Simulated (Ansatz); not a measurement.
Structure optimisation: gadolinium, hcp

Method: Ansatz, DFT, RPBE, plane waves (420 eV) with PAW, scalar-relativistic. (PAW data from PBE, frozen cores regenerated.)

k-point mesh 10×10×6, Fermi-Dirac smearing 0.05 eV, starting moments 7.00, -7.00 μB. Cell and atoms relax.

Starting structure:

```yaml
crystal:
  lattice:
    - [3.63600, 0.00000, 0.00000]
    - [-1.81800, 3.14887, 0.00000]
    - [0.00000, 0.00000, 5.78260]
  atoms:
    - { symbol: Gd, position: [0.33333, 0.66667, 0.25000] }
    - { symbol: Gd, position: [0.66667, 0.33333, 0.75000] }
```

**Question.** The pressure at the start is 1.6 GPa. By how much does the volume change?

**Answer.** From 33.10 to 34.75 Å³ per atom, 5.0 %. The final cell has a = 3.680 Å, c = 5.926 Å (c/a = 1.610).

**Question.** How much energy does the relaxation gain?

**Answer.** 8.3 meV per atom.

Path of the relaxation (the plane waves are chosen anew near the end, which can shift the energy a little):

```csv
step,E − E(final) (meV/atom),V (Å³/atom),P (GPa),max force (eV/Å)
0,8.28,33.103,1.57,0.000
1,0.64,34.444,0.25,0.000
2,0.38,34.720,0.01,0.000
3,0.01,34.720,0.03,0.000
4,0.01,34.752,0.00,0.000
5,0.00,34.752,0.00,0.000
```

**Question.** Which magnetic state does it end in?

**Answer.** antiferromagnetic, largest moment 7.29 μB in the atomic sphere; moments 7.29, -7.29 μB.

Open f shells have many self-consistent states, so the state found may not be the lowest.
